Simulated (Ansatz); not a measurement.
What a trial cell of Ca relaxes into

All numbers below come from Ansatz, DFT r2SCAN, scalar-relativistic, plane waves, PAW. Cutoff 500 eV, Γ-centred k mesh, Gaussian smearing, no spin polarisation in the final step.

Ca was placed on the beta-tin structure type (I4_1/amd, No. 141), at a guessed volume.

```
CELL_PARAMETERS angstrom
-3.44253 3.44253 1.87796
3.44253 -3.44253 1.87796
3.44253 3.44253 -1.87796
ATOMIC_POSITIONS crystal
Ca 0.00000 0.00000 0.00000
Ca 0.75000 0.25000 0.50000
```

Cell and atoms relax at zero pressure; the relaxation can't lower the symmetry of the start.

Energies count from the standard state of Ca at the same level.

Question: What does it relax into?

Answer: It keeps I4_1/amd (No. 141). The result has the beta-tin structure. Conventional cell: a = 6.810 Å, c = 3.706 Å. Ca is coordinated by 6 Ca at 3.53–3.71 Å.

```
Ca
1.0
    -3.40490    3.40490    1.85321
     3.40490   -3.40490    1.85321
     3.40490    3.40490   -1.85321
Ca
2
Direct
  0.00000 0.00000 0.00000
  0.75000 0.25000 0.50000
```

Question: What are its volume, energy, density and gap?

Answer: The volume per atom is 42.97 Å³ and the density is 1.55 g/cm³. The energy over the standard structure is 0.26 eV/atom. The gap on the 16×16×16 mesh is 0 eV (a metal).

The final run used a 16×16×16 mesh on its 2-atom cell and 0.10 eV smearing. For metals, differences of a few meV/atom aren't resolved. Symmetry constrained the relaxation, so the result can be a saddle point. The steps took of the order of 2.2 core-minutes in all.